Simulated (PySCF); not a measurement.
Fill in the blanks.

Compound: 2,2-dimethylbutane, C₆H₁₄.
Z-matrix (Å and degrees, GFN2-xTB geometry), rows numbered from 1:
```
C 
C   1  1.5248
C   2  1.5399  1  115.82
C   3  1.5327  2  107.79  1   179.95
C   3  1.5303  2  111.03  1   -61.06
C   3  1.5303  2  111.01  1    60.94
H   1  1.0866  2  111.27  3   -60.77
H   1  1.0867  2  111.25  3    60.63
H   1  1.0882  2  109.47  3   179.94
H   2  1.0932  1  108.55  3   121.91
H   2  1.0932  1  108.49  3  -121.91
H   4  1.0879  3  110.66  2   -60.06
H   4  1.0877  3  110.57  2   179.95
H   4  1.0879  3  110.65  2    59.97
H   5  1.0880  3  110.61  2   -54.34
H   5  1.0868  3  111.17  2    66.39
H   5  1.0881  3  110.10  2  -174.03
H   6  1.0868  3  111.12  2   -66.37
H   6  1.0880  3  110.59  2    54.37
H   6  1.0881  3  110.12  2   174.04
```

```csv
property,level,value
point group of the GFN2-xTB geometry,GFN2-xTB,Cs
"rotational constants A, B, C of the GFN2-xTB geometry",GFN2-xTB,"4.330, 2.522, 2.511 GHz"
dipole moment,CAM-B3LYP/def2-SVPD,0.05 D
HOMO energy,CAM-B3LYP/def2-SVPD,?
LUMO energy,CAM-B3LYP/def2-SVPD,?
lowest singlet excitation,TDDFT CAM-B3LYP/def2-SVPD,"8.61 eV (144 nm, f = 0.027)"
strongest line among the 8 lowest singlet transitions,TDDFT CAM-B3LYP/def2-SVPD,"S5 at 9.42 eV (132 nm, f = 0.077)"
lowest triplet excitation (Tamm–Dancoff),TDA CAM-B3LYP/def2-SVPD,8.43 eV
static isotropic polarisability,CAM-B3LYP/def2-SVPD,?
electronic spatial extent ⟨r²⟩ about the centre of nuclear charge,CAM-B3LYP/def2-SVPD,696 bohr²
```

Electronic properties: PySCF, gas phase, density fitting.

Question: The LUMO energy?

Answer: 1.31 eV.

Question: Give the static isotropic polarisability.

Answer: 73.8 au.

Question: The HOMO energy?

Answer: -10.10 eV.

The polarisability is 10.94 Å³ as a volume (1 au = 0.148185 Å³), or 1.48 au for each of the 50 electrons. No computed singlet falls in the visible range (750 to 380 nm, 1.65 to 3.26 eV); S1 lies 5.35 eV above its blue end. The principal polarisabilities are 71.4, 71.6 and 78.4 au; their mean is the isotropic value. With B = h/(8π²I), that is 505.379 GHz u Å² over I, the principal moments of inertia are 116.7, 200.4 and 201.3 u Å² (most abundant isotopes); the inertial defect Ic − Ia − Ib is -115.8 u Å² (zero for a rigid planar frame, negative otherwise). The 8 singlets span 8.61 to 9.63 eV, and their oscillator strengths add up to 0.36. The largest Löwdin shares of the HOMO are 0.24 on C2, 0.24 on C3, 0.09 on C1 and 0.06 on C4.
